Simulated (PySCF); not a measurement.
Compound: propiolic acid, C₃H₂O₂.
Numbering: `[CH:1]#[C:2][C:3](=[O:4])[OH:5]` (hydrogens: H6 on C1; H7 on O5)

The same species was optimised twice, with GFN2-xTB and with PBE0-D3(BJ)/def2-SVP (PySCF), and the same property calculations (PySCF, gas phase) were run on both structures.

```json
{"coordinate": "C1–H6 (Å)", "GFN2-xTB": "1.051", "PBE0-D3(BJ)/def2-SVP": "1.076", "change": "+0.025"}
{"coordinate": "C1≡C2 (Å)", "GFN2-xTB": "1.199", "PBE0-D3(BJ)/def2-SVP": "1.210", "change": "+0.011"}
{"coordinate": "C2–C3 (Å)", "GFN2-xTB": "1.442", "PBE0-D3(BJ)/def2-SVP": "1.453", "change": "+0.011"}
{"coordinate": "C3–O5 (Å)", "GFN2-xTB": "1.338", "PBE0-D3(BJ)/def2-SVP": "1.335", "change": "-0.003"}
{"coordinate": "O5–H7 (Å)", "GFN2-xTB": "0.970", "PBE0-D3(BJ)/def2-SVP": "0.970", "change": "0.000"}
{"coordinate": "C3=O4 (Å)", "GFN2-xTB": "1.202", "PBE0-D3(BJ)/def2-SVP": "1.202", "change": "0.000"}
{"coordinate": "C3–O5–H7 (°)", "GFN2-xTB": "110.1", "PBE0-D3(BJ)/def2-SVP": "106.4", "change": "-3.7"}
{"coordinate": "C1–C2–C3 (°)", "GFN2-xTB": "177.4", "PBE0-D3(BJ)/def2-SVP": "176.8", "change": "-0.6"}
{"coordinate": "C2–C3–O4 (°)", "GFN2-xTB": "124.5", "PBE0-D3(BJ)/def2-SVP": "124.0", "change": "-0.5"}
{"coordinate": "C2–C1–H6 (°)", "GFN2-xTB": "179.4", "PBE0-D3(BJ)/def2-SVP": "179.8", "change": "+0.4"}
{"coordinate": "C2–C3–O5 (°)", "GFN2-xTB": "111.7", "PBE0-D3(BJ)/def2-SVP": "111.9", "change": "+0.2"}
{"coordinate": "O4–C3–O5 (°)", "GFN2-xTB": "123.9", "PBE0-D3(BJ)/def2-SVP": "124.1", "change": "+0.2"}
```

Rotational constants: A = 12219, B = 4174, C = 3111 MHz (GFN2-xTB) against A = 12271, B = 4124, C = 3086 MHz (PBE0-D3(BJ)/def2-SVP). Point groups within 0.08 Å: Cs and Cs.

On the GFN2-xTB structure: HOMO (eV) -8.46 [PBE0/pcSseg-1]; LUMO (eV) -1.49 [PBE0/pcSseg-1]; dipole (D) 1.74 [PBE0/pcSseg-1]; GIAO shielding of C1 (ppm) 102.4 [PBE0/pcSseg-1]; GIAO shielding of C2 (ppm) 109.0 [PBE0/pcSseg-1]; GIAO shielding of C3 (ppm) 29.7 [PBE0/pcSseg-1]; GIAO shielding of O4 (ppm) -124.8 [PBE0/pcSseg-1]; GIAO shielding of O5 (ppm) 118.5 [PBE0/pcSseg-1].

**Question.** What do these properties become on the PBE0-D3(BJ)/def2-SVP structure?

**Answer.** 
| property | level | on GFN2-xTB | on PBE0-D3(BJ)/def2-SVP | change |
| --- | --- | --- | --- | --- |
| HOMO (eV) | PBE0/pcSseg-1 | -8.46 | -8.47 | -0.01 |
| LUMO (eV) | PBE0/pcSseg-1 | -1.49 | -1.51 | -0.02 |
| dipole (D) | PBE0/pcSseg-1 | 1.74 | 1.66 | -0.08 |
| energy, GFN2-xTB geometry as zero (kcal/mol) | PBE0/pcSseg-1 | 0.0 | -0.2 | -0.2 |
| GIAO shielding of C1 (ppm) | PBE0/pcSseg-1 | 102.4 | 100.9 | -1.5 |
| GIAO shielding of C2 (ppm) | PBE0/pcSseg-1 | 109.0 | 108.0 | -1.0 |
| GIAO shielding of C3 (ppm) | PBE0/pcSseg-1 | 29.7 | 29.3 | -0.4 |
| GIAO shielding of O4 (ppm) | PBE0/pcSseg-1 | -124.8 | -121.3 | +3.5 |
| GIAO shielding of O5 (ppm) | PBE0/pcSseg-1 | 118.5 | 116.1 | -2.4 |

The heavy atoms differ by 0.010 Å rms after alignment. Among all bonds C1–H6 changes most (+0.025 Å). Changes are differences of the printed values. Neither structure is proved a minimum here.

Conformer computed: `[CH:1]#[C:2][C:3](=[O:4])[OH:5]`: H–O5–C3–C2 180°.
